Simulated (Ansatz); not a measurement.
Input (CCSDT(Q)/aug-cc-pVTZ; Ansatz, a quantum-chemistry and plane-wave program):

Ansatz 0.2 input:
```yaml
crystal:
  periodic: [false, false, false]
  atoms:
    - {symbol: C, position_ang: [0.66635149, -0.08229039, 0.02948477]}
    - {symbol: C, position_ang: [-0.57464739, 0.07096549, -0.02542704]}
    - {symbol: H, position_ang: [1.73846136, -0.21468951, 0.07692356]}
    - {symbol: H, position_ang: [-1.02215701, 1.01799782, -0.36525859]}
    - {symbol: H, position_ang: [-1.26652897, -0.73535889, 0.26398866]}
basis:
  gaussian:
    orbitals: aug-cc-pVTZ
total_charge: 1
magnetization: {spin_polarized: false}
correlation: {method: ccsdt_q, electrons: outside_noble_gas}
```

Output:

```
Functional definition: HF
integrals: 0.69 GiB planned
1855 factors; integrals over basis functions are off by at most 2.2e-7 eV
mean field: 0.55 GiB planned
mean field evaluation 1: about -2095.0339 eV, gradient 3.7e1 eV
mean field evaluation 2: about -2095.0349 eV, gradient 3.7e1 eV
mean field evaluation 4: about -2098.3363 eV, gradient 3.5e0 eV
mean field evaluation 8: about -2098.4330 eV, gradient 1.3e-1 eV
mean field evaluation 16: about -2098.4061 eV, gradient 1.8e0 eV
mean field -2098.43309018 eV, -77.1159936952 hartree, gradient 1.1e-6 eV, S^2 0.000000; 0 other end points of the search recorded, 0 dependent functions left out
2 core orbitals not correlated
reference -2098.43309018 eV, -77.1159936952 hartree; 5, 5 occupied and 154, 154 virtual orbitals, 1855 factors
second order -7.68252352 eV of doubles, -0.00000000 eV of singles
coupled cluster: 5.35 GiB planned
cycle   1  -8.06090141 eV  change   -3.8e-1 eV  update   9.2e-2
cycle   2  -8.54899545 eV  change   -4.9e-1 eV  update   4.4e-2
cycle   3  -8.85816563 eV  change   -3.1e-1 eV  update   2.7e-2
cycle   4  -8.81100589 eV  change    4.7e-2 eV  update   1.0e-2
cycle   5  -8.78572295 eV  change    2.5e-2 eV  update   6.3e-3
cycle   6  -8.79982620 eV  change   -1.4e-2 eV  update   1.6e-3
cycle   7  -8.79858531 eV  change    1.2e-3 eV  update   7.4e-4
cycle   8  -8.79719720 eV  change    1.4e-3 eV  update   2.5e-4
cycle   9  -8.79743902 eV  change   -2.4e-4 eV  update   1.2e-4
cycle  10  -8.79751271 eV  change   -7.4e-5 eV  update   3.9e-5
cycle  11  -8.79747726 eV  change    3.5e-5 eV  update   1.9e-5
cycle  12  -8.79751658 eV  change   -3.9e-5 eV  update   9.9e-6
cycle  13  -8.79751915 eV  change   -2.6e-6 eV  update   4.3e-6
cycle  14  -8.79752336 eV  change   -4.2e-6 eV  update   1.7e-6
cycle  15  -8.79752377 eV  change   -4.1e-7 eV  update   6.9e-7
perturbative correction -0.02045421 eV, -0.0007516785 hartree
Total energy: -2107.25106817 eV, -77.4400484090 hartree
```

 The CCSD(T) runs of this state have a T1 diagnostic of up to 0.026.
